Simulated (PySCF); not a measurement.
# BH3Cl− (SMILES [BH3-]Cl) at 6 levels

Wanted: a comparison of 6 runs (B3LYP/STO-6G, BCCD(T)/STO-6G, CCSDT/STO-6G, CCSDTQ/STO-6G, QCISD(T)/STO-6G, FCI/STO-6G) of BH3Cl−. Input form: a Python script.

Program for the calculation: PySCF 2.14.0.

16 further runs of the same task are left out: 1 that didn't finish, 15 set aside as unsound or not needed.

## Step 1: Starting point

BH3Cl−: 5 atoms, total charge -1, spin state singlet. As SMILES, `[BH3-]Cl`. The B1–H4 distance was set to 1.449 Å, away from the relaxed value.

Bond lengths: B1–Cl2 1.873 Å, B1–H3 1.208 Å, B1–H5 1.208 Å. Angles: Cl2–B1–H3 106.7°, Cl2–B1–H5 106.7°, H3–B1–H5 112.2°.

## Step 2: The energy at B3LYP/STO-6G (run 1)

File run.py:

```python
from pyscf import gto, dft

mol = gto.M(
    atom='''
B      0.360701     0.288754     0.106919
Cl    -1.393437     1.317370    -2.789842
H      2.516293    -0.101947    -0.533698
H     -0.869463    -1.986764     1.006714
H      0.205952     1.999447     1.610120
''',
    verbose=3,
    basis='sto-6g',
    max_memory=1860,
    charge=-1,
    unit='bohr',
)

calc0 = dft.RKS(mol, xc='b3lyp')
calc0.grids.level = 5
calc0.conv_tol = 1e-10
calc0.kernel()
if not calc0.converged:
    calc0 = calc0.newton().run(calc0.mo_coeff, calc0.mo_occ)

e_tot = calc0.e_tot
print('E(%s) = %.9f' % ('B3LYP', e_tot))
```

Command:

```console
OMP_NUM_THREADS=1 python run.py
```

Standard output:

```text
converged SCF energy = -485.189426791319
E(B3LYP) = -485.189426791
```

It took 2.4 s on 1 thread of Intel Xeon Platinum 8488C (Sapphire Rapids), shared host; peak memory 0.19 GiB.

## Step 3: The energy at BCCD(T)/STO-6G (run 2)

File input.xyz:

```xyz
5
BClH3
B      0.190875     0.152802     0.056579
Cl    -0.737375     0.697122    -1.476321
H      1.331565    -0.053948    -0.282421
H     -0.460100    -1.051350     0.532730
H      0.108985     1.058062     0.852039
```

File job.py:

```python
from pyscf import gto, scf, cc
from pyscf.cc.bccd import bccd_kernel_

mol = gto.M(
    atom='input.xyz',
    charge=-1,
    spin=0,
    basis='sto-6g',
    max_memory=1860,
    verbose=3,
)

mf = scf.RHF(mol)
mf.conv_tol = 1e-10
mf.kernel()
if not mf.converged:
    mf = mf.newton().run(mf.mo_coeff, mf.mo_occ)

mycc = cc.CCSD(mf, frozen=6).run()
mycc = bccd_kernel_(mycc, diis=True)
e_t = mycc.ccsd_t()
etot = mycc.e_tot + e_t
print('E = %.10f Eh' % etot)
```

Command:

```console
OMP_NUM_THREADS=1 python job.py
```

Standard output:

```text
converged SCF energy = -484.291902416051
E(CCSD) = -484.3636721303409  E_corr = -0.07176971428999566
BCCD loop starts.

******** <class 'pyscf.cc.ccsd.CCSD'> ********
CC2 = 0
CCSD nocc = 7, nmo = 11
frozen orbitals 6
max_cycle = 50
direct = 0
conv_tol = 1e-07
conv_tol_normt = 1e-05
diis_space = 6
diis_start_cycle = 0
diis_start_energy_diff = 1e+09
Init E_corr(CCSD) = -0.0714965387982518
cycle = 1  E_corr(CCSD) = -0.073141026867879  dE = -0.00164448807  norm(t1,t2) = 0.0218984
cycle = 2  E_corr(CCSD) = -0.0728204249797137  dE = 0.000320601888  norm(t1,t2) = 0.00322923
cycle = 3  E_corr(CCSD) = -0.0726889883311516  dE = 0.000131436649  norm(t1,t2) = 0.00105306
cycle = 4  E_corr(CCSD) = -0.0726555059317805  dE = 3.34823994e-05  norm(t1,t2) = 0.000209663
cycle = 5  E_corr(CCSD) = -0.0726493696016903  dE = 6.13633009e-06  norm(t1,t2) = 5.45501e-05
cycle = 6  E_corr(CCSD) = -0.0726487842982875  dE = 5.85303403e-07  norm(t1,t2) = 1.2168e-05
cycle = 7  E_corr(CCSD) = -0.0726485826044106  dE = 2.01693877e-07  norm(t1,t2) = 3.94534e-06
cycle = 8  E_corr(CCSD) = -0.0726485124435282  dE = 7.01608825e-08  norm(t1,t2) = 6.99432e-07
CCSD converged
E(CCSD) = -484.3635144816806  E_corr = -0.07264851244352816
BCC iter:    0  E:    -484.363514481681  dE:    1.576e-04  |t1|:    3.468e-03

******** <class 'pyscf.cc.ccsd.CCSD'> ********
CC2 = 0
CCSD nocc = 7, nmo = 11
frozen orbitals 6
max_cycle = 50
direct = 0
conv_tol = 1e-07
conv_tol_normt = 1e-05
diis_space = 6
diis_start_cycle = 0
diis_start_energy_diff = 1e+09
Init E_corr(CCSD) = -0.0725212407635143
cycle = 1  E_corr(CCSD) = -0.0723362627470601  dE = 0.000184978016  norm(t1,t2) = 0.0030783
cycle = 2  E_corr(CCSD) = -0.0723806765791954  dE = -4.44138321e-05  norm(t1,t2) = 0.000424347
cycle = 3  E_corr(CCSD) = -0.0723998295180312  dE = -1.91529388e-05  norm(t1,t2) = 0.000109254
cycle = 4  E_corr(CCSD) = -0.0724049100851044  dE = -5.08056707e-06  norm(t1,t2) = 2.15643e-05
cycle = 5  E_corr(CCSD) = -0.0724060169157108  dE = -1.10683061e-06  norm(t1,t2) = 5.54439e-06
cycle = 6  E_corr(CCSD) = -0.0724061240133893  dE = -1.07097679e-07  norm(t1,t2) = 1.25038e-06
cycle = 7  E_corr(CCSD) = -0.0724061473259117  dE = -2.33125223e-08  norm(t1,t2) = 4.0914e-07
CCSD converged
E(CCSD) = -484.3635372541461  E_corr = -0.07240614732591166
BCC iter:    1  E:    -484.363537254146  dE:   -2.277e-05  |t1|:    8.867e-05

******** <class 'pyscf.cc.ccsd.CCSD'> ********
CC2 = 0
CCSD nocc = 7, nmo = 11
frozen orbitals 6
max_cycle = 50
direct = 0
conv_tol = 1e-07
conv_tol_normt = 1e-05
diis_space = 6
diis_start_cycle = 0
diis_start_energy_diff = 1e+09
Init E_corr(CCSD) = -0.072407893673182
cycle = 1  E_corr(CCSD) = -0.0724112499805445  dE = -3.35630736e-06  norm(t1,t2) = 7.51333e-05
cycle = 2  E_corr(CCSD) = -0.07241059849496  dE = 6.51485584e-07  norm(t1,t2) = 1.25626e-05
cycle = 3  E_corr(CCSD) = -0.072410194563355  dE = 4.03931605e-07  norm(t1,t2) = 3.42332e-06
cycle = 4  E_corr(CCSD) = -0.0724100922769928  dE = 1.02286362e-07  norm(t1,t2) = 6.05227e-07
cycle = 5  E_corr(CCSD) = -0.0724100839772787  dE = 8.2997141e-09  norm(t1,t2) = 8.91875e-08
CCSD converged
E(CCSD) = -484.3635368405864  E_corr = -0.0724100839772787
BCC iter:    2  E:    -484.363536840586  dE:    4.136e-07  |t1|:    1.887e-06
CCSD(T) correction = -0.000606246783116517
E = -484.3641430874 Eh
```

It took 0.85 s on 1 thread of Intel Xeon Platinum 8488C (Sapphire Rapids), shared host; peak memory 0.1 GiB.

Runs 3 to 5 aren't shown in full; the table further down has their settings and results.

## Step 4: The energy at FCI/STO-6G (run 6)

File input.py:

```python
from pyscf import gto, scf, mcscf

system = gto.M(
    atom='''
B      0.190875     0.152802     0.056579
Cl    -0.737375     0.697122    -1.476321
H      1.331565    -0.053948    -0.282421
H     -0.460100    -1.051350     0.532730
H      0.108985     1.058062     0.852039
''',
    max_memory=1860,
    basis='sto-6g',
    verbose=4,
    charge=-1,
)

myscf = scf.RHF(system)
myscf.conv_tol = 1e-10
myscf.kernel()
if not myscf.converged:
    myscf = myscf.newton().run(myscf.mo_coeff, myscf.mo_occ)

cas = mcscf.CASCI(myscf, myscf.mo_coeff.shape[-1] - 6, (system.nelec[0] - 6, system.nelec[1] - 6))  # full CI above the frozen core
cas.fix_spin_(ss=0.0)
cas.kernel()
etot = cas.e_tot
print(f'total energy: {etot:.8f} hartree')
```

Command:

```console
OMP_NUM_THREADS=1 python input.py
```

Standard output:

```text
PySCF version 2.14.0

[INPUT] num. atoms = 5
[INPUT] num. electrons = 26
[INPUT] charge = -1
[INPUT] spin (= nelec alpha-beta = 2S) = 0
[INPUT] symmetry False subgroup None
[INPUT] Mole.unit = angstrom
[INPUT] Symbol           X                Y                Z      unit          X                Y                Z       unit  Magmom
[INPUT]  1 B      0.190875000000   0.152802000000   0.056579000000 AA    0.360701474026   0.288753931286   0.106918814402 Bohr   0.0
[INPUT]  2 Cl    -0.737375000000   0.697122000000  -1.476321000000 AA   -1.393436801101   1.317369655409  -2.789842361944 Bohr   0.0
[INPUT]  3 H      1.331565000000  -0.053948000000  -0.282421000000 AA    2.516293167056  -0.101946944968  -0.533698341826 Bohr   0.0
[INPUT]  4 H     -0.460100000000  -1.051350000000   0.532730000000 AA   -0.869462989912  -1.986763561061   1.006713798340 Bohr   0.0
[INPUT]  5 H      0.108985000000   1.058062000000   0.852039000000 AA    0.205951801686   1.999447402810   1.610120357448 Bohr   0.0

nuclear repulsion = 41.5121176629996
number of shells = 11
number of NR pGTOs = 102
number of NR cGTOs = 17
basis = sto-6g
ecp = {}

******** <class 'pyscf.scf.hf.RHF'> ********
method = RHF
initial guess = minao
damping factor = 0
level_shift factor = 0
DIIS = <class 'pyscf.scf.diis.CDIIS'>
diis_start_cycle = 1
diis_space = 8
diis_damp = 0
SCF conv_tol = 1e-10
SCF conv_tol_grad = None
SCF max_cycles = 50
direct_scf = True
direct_scf_tol = 1e-13
Set gradient conv threshold to 1e-05
Initial guess from minao.
init E= -483.813956041519
  HOMO = -0.279291324972332  LUMO = 0.333957353637658  gap/eV = 16.68735
cycle= 1 E= -484.273097780125  delta_E= -0.459  |g|= 0.178  |ddm|= 2.17
  HOMO = -0.0590044852764473  LUMO = 0.756193446857175  gap/eV = 22.18267
cycle= 2 E= -484.290625565365  delta_E= -0.0175  |g|= 0.0469  |ddm|= 0.344
  HOMO = -0.0696546350238103  LUMO = 0.764391445962136  gap/eV = 22.69555
cycle= 3 E= -484.291892992479  delta_E= -0.00127  |g|= 0.00394  |ddm|= 0.109
  HOMO = -0.070495254429938  LUMO = 0.759923386998179  gap/eV = 22.59684
cycle= 4 E= -484.291902173501  delta_E= -9.18e-06  |g|= 0.000642  |ddm|= 0.00898
  HOMO = -0.0703771146576493  LUMO = 0.760301449221818  gap/eV = 22.60392
cycle= 5 E= -484.291902413236  delta_E= -2.4e-07  |g|= 6.75e-05  |ddm|= 0.00153
  HOMO = -0.0703894272784773  LUMO = 0.760296275559554  gap/eV = 22.60411
cycle= 6 E= -484.291902416007  delta_E= -2.77e-09  |g|= 8.13e-06  |ddm|= 0.000173
  HOMO = -0.0703904854369495  LUMO = 0.76029343475692  gap/eV = 22.60406
cycle= 7 E= -484.291902416052  delta_E= -4.48e-11  |g|= 7.33e-07  |ddm|= 2.2e-05
  HOMO = -0.070390677892294  LUMO = 0.760293514061743  gap/eV = 22.60407
Extra cycle  E= -484.291902416051  delta_E= 7.96e-13  |g|= 2.33e-07  |ddm|= 1.48e-06
converged SCF energy = -484.291902416051

******** <class 'pyscf.mcscf.casci.CASCI'> ********
CAS (7e+7e, 11o), ncore = 6, nvir = 0
natorb = False
canonicalization = True
sorting_mo_energy = False
******** <class 'pyscf.fci.addons.SpinPenaltyFCISolver'> ********
max. cycles = 200
conv_tol = 1e-08
davidson only = True
linear dependence = 1e-12
level shift = 0.001
max iter space = 12
nroots = 1
pspace_size = 400
spin = None
Density matrix diagonal elements [1.99812614 1.98289069 1.98378039 1.98260006 1.98285284 1.99268595
 1.97873405 0.01612831 0.0401935  0.02079963 0.02120845]
CASCI converged
CASCI E = -484.364247849888  E(CI) = -33.7037935435146  S^2 = 0.0000000
total energy: -484.36424785 hartree
```

Run time: 1.4 s. Hardware: 1 thread of Intel Xeon Platinum 8488C (Sapphire Rapids), shared host; peak memory 0.14 GiB.

## Step 5: Overview of the runs

```csv
run,level,integration grid,frozen core orbitals,energy (Eh),HOMO energy (eV),LUMO energy (eV),HOMO–LUMO gap (eV),wall time
1,B3LYP/STO-6G,5,–,-485.189427,1.87,14.82,12.95,2.4 s
2,BCCD(T)/STO-6G,–,6,-484.364143,–,–,–,0.85 s
3,CCSDT/STO-6G,–,6,-484.364317,-1.92,20.69,22.60,0.93 s
4,CCSDTQ/STO-6G,–,6,-484.364249,-1.92,20.69,22.60,4.8 s
5,QCISD(T)/STO-6G,–,6,-484.364245,-1.92,20.69,22.60,0.7 s
6,FCI/STO-6G,–,6,-484.364248,-1.92,20.69,22.60,1.4 s
```

## Step 6: What came out

```
                                                    quantity          value
                                         run 6: total energy  -484.36425 Eh
                  run 6: HOMO energy (Hartree–Fock orbitals)       -1.92 eV
                  run 6: LUMO energy (Hartree–Fock orbitals)       20.69 eV
run 6: HOMO–LUMO gap (to an unbound level, set by the basis)       22.60 eV
          run 6: correlation energy (6 core orbitals frozen)      -72.3 mEh
```

What this shows: Against full CI in this basis: BCCD(T) +0.1 mEh; CCSDT -0.1 mEh; CCSDTQ -0.0 mEh; QCISD(T) +0.0 mEh. In run 1 the HOMO lies above zero, so the outermost electron may be held by the basis alone. In runs 1, 2, 3, 4, 5, 6 the basis is minimal, so the values are rough. All runs together took 11 s, the longest 4.8 s.
